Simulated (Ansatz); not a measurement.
Results of PBE in Ansatz (PAW) for diamond.

Numerical settings: plane-wave cutoff 520 eV, 16×16×16 k mesh, scalar-relativistic PAW data made under PBE.

Cell (relaxed at this level):

Space group Fd-3m, origin choice 1 (No. 227); a = b = c = 3.5717 Å, α = β = γ = 90.00°

| atom | site | symmetry | x | y | z |
|---|---|---|---|---|---|
| C | 8a | -43m | 0.0000 | 0.0000 | 0.0000 |
(The calculation used a cell of 2 atoms; values per cell refer to that cell.)

Task: Predict the Voigt–Reuss–Hill shear modulus (Hill average), Poisson ratio, elastic constant C44, Voigt–Reuss–Hill bulk modulus, elastic constant C11 and elastic constant C12.

Result: 
Voigt–Reuss–Hill shear modulus (Hill average): 518 GPa
Poisson ratio: 0.073
elastic constant C44: 558 GPa
Voigt–Reuss–Hill bulk modulus: 433 GPa
elastic constant C11: 1051 GPa
elastic constant C12: 125 GPa

Measured, for comparison: elastic constant C44 579 GPa, elastic constant C11 1081 GPa, elastic constant C12 125 GPa (low temperature, zero-point motion not removed; as tabulated in Tanner et al. (2021), arXiv:2110.11888). Computed (rounded) less measured: elastic constant C44 -4 %, elastic constant C11 -3 %, elastic constant C12 0.0 %.

Elastic constants are with the ions relaxed.

Static lattice: no zero-point or thermal effects.

It cost very roughly 70 core-seconds of CPU time.

Ansatz is a program for electronic structure.
